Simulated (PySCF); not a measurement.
## Telling isomers of C₅H₅F apart by NMR

Fast rotation and ring inversion assumed for equivalent nuclei, no solvent, one computed conformer, non-relativistic Hamiltonian. J: B3LYP/pcJ-1 (spin–dipole term left out of most H,H and C,H couplings); coordinates at the PBE0-D3(BJ)/def2-SVP level; shielding tensors at PBE0/pcSseg-1 (GIAO); PySCF 2.14.0 with density-fitted response routines.

Shifts are taken against calculated references (same method and geometry level): 1H and 13C vs TMS. Multiplet labels drop J under 1 Hz and among equivalent protons, and merge close values. Unscaled 3J(H,H) run several per cent high. One-bond C–F couplings are unscaled and too large by tens of Hz. Shifts are as computed. Against solution values, carbons near 30 ppm lie about +2 ppm off and those near 130 ppm about +5 ppm. Of 1313 compounds with measured shifts, 239 miss one by over three times the rms of a fit or turn the order of signals round; such compounds aren't used in these exercises.

(1) Tabulate the signals of `FC1=CC=CC1`, `C#CC1(F)CC1` and their relative energies.

(2) What is the quickest way to tell FC1=CC=CC1 from C#CC1(F)CC1?

## Answers

(1) 
```json
{"SMILES": "FC1=CC=CC1", "carbon types": "1×C 3×CH 1×CH2", "δC": "179.4, 140.0, 126.7, 112.3, 39.9", "δH": "6.50 (m, 1H), 5.92 (dtd, 1H), 5.83 (ddq, 1H), 2.96 (td, 2H)", "E rel. (kcal/mol)": "0.0"}
{"SMILES": "C#CC1(F)CC1", "carbon types": "2×C 1×CH 2×CH2", "δC": "84.9, 81.8, 66.3, 17.9", "δH": "2.56 (d, 1H), 1.23 (m, 2H), 0.95 (m, 2H)", "E rel. (kcal/mol)": "44.1"}
```

Energies are electronic energies at PBE0/pcSseg-1 on these geometries, without zero-point or thermal terms, each for the one conformer computed, which needn't be the lowest.

(2) Count the carbon signals: 5 against 4. The first has a fully substituted alkene carbon (C) at 179.4 ppm, the second an alkyne carbon (C) at 84.9 ppm. In the proton spectra the most deshielded non-exchanging signals are 6.50 (m, 1H) and 2.56 (d, J = 4.3 Hz, 1H).
